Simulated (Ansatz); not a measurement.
# AlFH2: the cost of one run

Computed with Ansatz 0.2.0, Gaussian basis. Level: the settings change from run to run.

## (1) The molecule

The geometry comes from an earlier relaxation with PBE0-D4 in a triple-zeta def2 set; it is a stationary point.

SMILES `[F][AlH2]`, 4 atoms, charge 0, spin multiplicity 1.

Atoms are counted from 1 here; the program's logs count them from 0.

Bond lengths: F1–Al2 1.650 Å, Al2–H3 1.576 Å, Al2–H4 1.576 Å. Angles: F1–Al2–H3 117.0°, F1–Al2–H4 117.0°, H3–Al2–H4 126.1°.

## (2) wB97M-V/def2-TZVPP

Set apart from the defaults: charge -1, multiplicity 2, high accuracy, the search for lower states set to off.

Contents of in.yaml:

```yaml
crystal:
  periodic: [false, false, false]
  atoms:
    - {symbol: F, position_ang: [-0.330317, -0.029967, 1.551872]}
    - {symbol: Al, position_ang: [0.026202, -0.014763, -0.058872]}
    - {symbol: H, position_ang: [-0.405822, -1.276273, -0.898294]}
    - {symbol: H, position_ang: [0.765436, 1.260705, -0.615106]}
basis:
  gaussian: {orbitals: def2-TZVPP}
total_charge: -1
magnetization: {spin_polarized: true, initial_magnetization: 1}
hamiltonian: {xc: {name: wB97M-V}}
accuracy: high
scf: {lower_state_search: off}
```

On the command line:

```console
$ ansatz run in.yaml --threads 4 --pin off --events-out ev --progress --plain --max-ram 10444MiB
```

**Question.** How long does this run take on 4 threads of Arm Neoverse V2, shared host, and how much memory does it need?

About 9 s, with a peak of 0.31 GiB.
